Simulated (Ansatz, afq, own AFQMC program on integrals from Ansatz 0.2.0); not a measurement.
# CH$_{6}$N$_{3}$⁺, singlet: AFQMC among the cluster methods

```yaml
atoms:
  - { symbol: N, position_ang: [-1.1173, 0.5137, -0.5085] }
  - { symbol: C, position_ang: [0.0000, 0.0000, 0.0000] }
  - { symbol: N, position_ang: [0.5130, -1.1156, -0.5130] }
  - { symbol: N, position_ang: [0.6043, 0.6018, 1.0215] }
  - { symbol: H, position_ang: [-1.5960, 0.0755, -1.2850] }
  - { symbol: H, position_ang: [-1.5276, 1.3609, -0.1367] }
  - { symbol: H, position_ang: [1.3612, -1.5266, -0.1445] }
  - { symbol: H, position_ang: [0.0728, -1.5924, -1.2896] }
  - { symbol: H, position_ang: [1.4549, 0.2316, 1.4262] }
  - { symbol: H, position_ang: [0.2347, 1.4510, 1.4296] }
```

Basis def2-TZVP. Only valence electrons are correlated. AFQMC by an in-house program on the Cholesky factors that Ansatz 0.2.0 writes for its CCSD(T) run. ph-AFQMC/CISD is guided by a CISD state made of CCSD amplitudes; releasing the constraint for a short imaginary time cuts its bias at the price of noise, slowly where states lie close. ± is one standard error of the sampling.

Determinant: RHF, the one that the program's search chose, which needn't be the lowest solution. The geometry is a PBE0/def2-SVP stationary point of this or a neighbouring charge and spin state.

No full CI on the walks' own integrals is used here. The released AFQMC energy serves as the reference, which it does only where one determinant dominates, the energy is flat over the last release times and near the phaseless one (40 meV or 2 meV an electron, half that with transition metals). On small molecules, where full CI could be run and the noise was under 10 meV, such values lay within 10 meV of it in 19 cases of 20, a flattering rate, since the rule was set on those same cases; what remains of the bias isn't in the error bar.

Cautions: the released value is read at 0.63 1/Eh with a noise of 19 meV, more than in the cases checked, later times being too noisy (meV from the phaseless value at times in 1/Eh: 2 ± 16 at 0.21, 8 ± 23 at 0.42, -4 ± 19 at 0.63, -11 ± 33 at 0.90).

The T1 diagnostic is 0.0121, the weight of the determinant in the CISD state is 0.810 and the size of the correlated space is 24 electrons in 156 orbitals.

```
  level  correlation energy (eV)
    MP2                 -20.5539
   CCSD                 -21.2770
CCSD(T)                 -22.1097
```

Question: Estimate where AFQMC with the constraint released lies against CCSD(T) on the same integrals.

Answer: 5.9 ± 1.9 kJ/mol below CCSD(T).

Reference: AFQMC with the constraint released, correlation energy -22.171 ± 0.019 eV.

| level | E − E(reference) (kJ/mol) | share of correlation (%) |
| --- | --- | --- |
| CCSD(T) | 5.9 ± 1.9 | 99.72 |
| ph-AFQMC/HF | -4.5 ± 6.1 | 100.21 |
| ph-AFQMC/CISD | 0.4 ± 2.2 | 99.98 |

Released energies are given only where the last usable release times agree within the noise; a slower fall can still hide under it.
